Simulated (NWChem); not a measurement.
System: acetic acid (C₂H₄O₂); SMILES CC(=O)O

The following NWChem deck was run.

```
start job
memory heap 200 mb stack 900 mb global 1100 mb
geometry units angstroms
  C     -0.034222     1.388339     0.000000
  C      0.106171    -0.104469     0.000000
  O     -1.089311    -0.716050     0.000000
  O      1.141770    -0.714233     0.000000
  H      0.958245     1.851169     0.000000
  H     -0.602691     1.709942    -0.884811
  H     -0.602691     1.709942     0.884811
  H     -0.905961    -1.668156     0.000000
end
basis spherical
  * library 3-21g
end
dft
  xc hfexch
  iterations 150
end
driver
  maxiter 120
end
task dft optimize
task dft freq
```

The level has its own optimisation; frequencies are unscaled. Brackets give each atom's bonded neighbours.

Give the results of this calculation. (Hartree-Fock/3-21G.) Quantities: r C–C (Å); r C–O [C(COO)–O(CH)] (Å); r C–O [C(COO)–O(C)] (Å); r H–O (Å); highest harmonic frequency (cm⁻¹); lowest (cm⁻¹); zero-point energy (kcal/mol); dipole (D).


- r C–C (Å): 1.498
- r C–O [C(COO)–O(CH)] (Å): 1.360
- r C–O [C(COO)–O(C)] (Å): 1.202
- r H–O (Å): 0.969
- highest harmonic frequency (cm⁻¹): 3870
- lowest (cm⁻¹): 123
- zero-point energy (kcal/mol): 41.4
- dipole (D): 1.65
